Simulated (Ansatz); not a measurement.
```xyz
13

N    -0.3266    1.0026    1.7675
C     0.1028    0.7944    0.3947
C    -0.2519   -0.6093   -0.0609
C     0.1258   -0.8486   -1.4999
F    -0.1830   -2.1468   -1.8676
H     0.1693    0.3764    2.3905
H    -0.1171    1.9452    2.0700
H     1.1808    0.9640    0.2366
H    -0.4217    1.5222   -0.2340
H     0.2664   -1.3445    0.5650
H    -1.3248   -0.7713    0.0715
H     1.1997   -0.7073   -1.6621
H    -0.4197   -0.1769   -2.1714
```

Total charge 0; spin multiplicity 1.

(1) List the CAM-B3LYP/def2-TZVPP orbital energies in eV (Ansatz 0.2.0). (Best estimate.)

Answers

(1) Ansatz gave: Occupied: -672.98, -391.10, -280.74, -279.61, -278.78, -34.53, -26.55, -23.48, -20.25, -18.53, -15.91, -15.46, -15.43, -14.60, -13.69, -13.32, -11.99, -11.53, -10.94, -10.80, -8.55. Lowest empty: 1.70, 2.33, 2.81, 3.16, 3.26, 4.22, 4.45, 4.76.
